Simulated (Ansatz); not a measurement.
Relaxation of AlH$_{5}$OS (8 atoms, charge 0, multiplicity 1), to a largest force component of 0.03 eV/Å in at most 50 steps.

These are results of RKS PBE0-D4/cc-pVDZ in Ansatz 0.2.0, not measurements.

```xyz
8
Properties=species:S:1:pos:R:3:forces:R:3
Al 0.079 0.601 -0.262 -0.05 0.03 0.65
O -0.182 -0.282 2.552 0.00 0.81 -0.51
H -1.110 -0.541 2.647 0.02 0.00 0.00
H 1.528 0.076 -0.638 -0.01 0.00 0.00
H -1.310 -0.015 -0.717 -0.01 -0.01 -0.01
S -0.093 2.585 0.792 0.00 -0.16 -0.13
H 1.246 2.744 0.934 0.02 0.00 0.00
H -0.225 0.704 2.583 0.03 -0.68 0.01
```

Question: Where does it end, and by what steps?

Answer: It converged. After 7 steps the energy has fallen by 0.596 eV; O2 moved furthest, 0.50 Å. Joined: Al1–O2 (2.96 → 2.06 Å).

| step | energy less start (eV) | largest force component (eV/Å) | accepted |
| --- | --- | --- | --- |
| 0 | 0.0000 | 0.812 | yes |
| 1 | -0.1523 | 1.010 | yes |
| 2 | -0.3985 | 1.177 | yes |
| 3 | -0.5330 | 1.147 | yes |
| 4 | -0.5832 | 0.486 | yes |
| 5 | -0.5938 | 0.151 | yes |
| 6 | -0.5960 | 0.041 | yes |
| 7 | -0.5962 | 0.028 | yes |

```xyz
8
Properties=species:S:1:pos:R:3
Al 0.019 0.510 0.130
O -0.152 -0.146 2.071
H -0.965 -0.635 2.264
H 1.443 -0.033 -0.327
H -1.372 -0.033 -0.439
S -0.073 2.673 0.807
H 1.274 2.813 0.872
H -0.241 0.722 2.513
```

Time of the run: 9.1 s on 1 thread of AMD EPYC 9R45 96-Core Processor (Zen 5) (shared host), peak memory 0.15 GiB.
